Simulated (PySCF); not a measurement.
Species: C4H6N2.
Structure used (GFN2-xTB), in Å, numbered top down from 1:
```
atom  x, y, z in Å
C1    -1.844   -0.014    0.050
N2    -0.413   -0.088    0.014
C3     0.462    0.936   -0.045
C4     1.722    0.384   -0.064
C5     1.497   -0.998   -0.013
N6     0.205   -1.263    0.033
H7    -2.175    0.618    0.875
H8    -2.236    0.390   -0.887
H9    -2.225   -1.023    0.190
H10    0.134    1.956   -0.067
H11    2.661    0.895   -0.107
H12    2.214   -1.794   -0.006
```

Computed with PySCF 2.14.0, density-fitted response routines, TDDFT CAM-B3LYP/def2-SVPD, vertical, gas phase, core orbitals frozen in the response.

Each state is given a Gaussian of 0.5 eV full width at half maximum, with ε(max) = 2.175×10⁸ f / Δν̃ (Δν̃ the width in cm⁻¹). The width is an assumption, not a result. The curve ends short of the highest state used, and states not computed would add to its high-energy end.

(E (eV), ε (L mol⁻¹ cm⁻¹)): (5.90, 13), (5.93, 21), (5.96, 33), (5.99, 52), (6.02, 80), (6.04, 105), (6.07, 156), (6.10, 228), (6.13, 327), (6.16, 459), (6.19, 633), (6.22, 855), (6.24, 1035), (6.27, 1355), (6.30, 1740), (6.33, 2195), (6.36, 2718), (6.39, 3306), (6.42, 3950), (6.44, 4405), (6.47, 5116), (6.50, 5845), (6.53, 6572), (6.56, 7278), (6.59, 7944), (6.61, 8357), (6.64, 8918), (6.67, 9399), (6.70, 9788), (6.73, 10081), (6.76, 10272), (6.79, 10360), (6.81, 10362), (6.84, 10279), (6.87, 10096), (6.90, 9816), (6.93, 9444), (6.96, 8986), (6.99, 8451), (7.01, 8058), (7.04, 7422), (7.07, 6746), (7.10, 6048), (7.13, 5344), (7.16, 4652), (7.19, 3990), (7.21, 3573), (7.24, 2990), (7.27, 2469), (7.30, 2013), (7.33, 1627), (7.36, 1308), (7.38, 1131), (7.41, 915), (7.44, 753), (7.47, 638)

(1) Where are the band maxima, and which computed states make them?

(2) On this curve, what absorbance would a 10⁻⁴ mol/L sample give at 193 nm over a 1 cm path?

(3) Coming from long wavelengths, where does ε first pass 100 L mol⁻¹ cm⁻¹?

Results:

(1) 182 nm (6.80 eV), ε about 10000, made up of S1 (50%), S2 (34%) and S4 (11%) (ε in L mol⁻¹ cm⁻¹; maxima over ε = 5, shares over 10%). The states used: S1 6.65 eV (f 0.122); S2 6.93 eV (f 0.079); S3 6.94 eV (f 0.0036); S4 6.98 eV (f 0.032); S5 7.07 eV (f 0.012); S6 7.72 eV (f 0.0079); S7 7.91 eV (f 0.0014); S8 8.07 eV (f 0.0014).

(2) 193 nm is 6.424 eV, where ε is about 4000 L mol⁻¹ cm⁻¹, so A = ε c l ≈ 0.4 (Beer–Lambert, with the gas-phase spectrum and the assumed width).

(3) At about 205 nm (6.04 eV), 0.61 eV below S1.
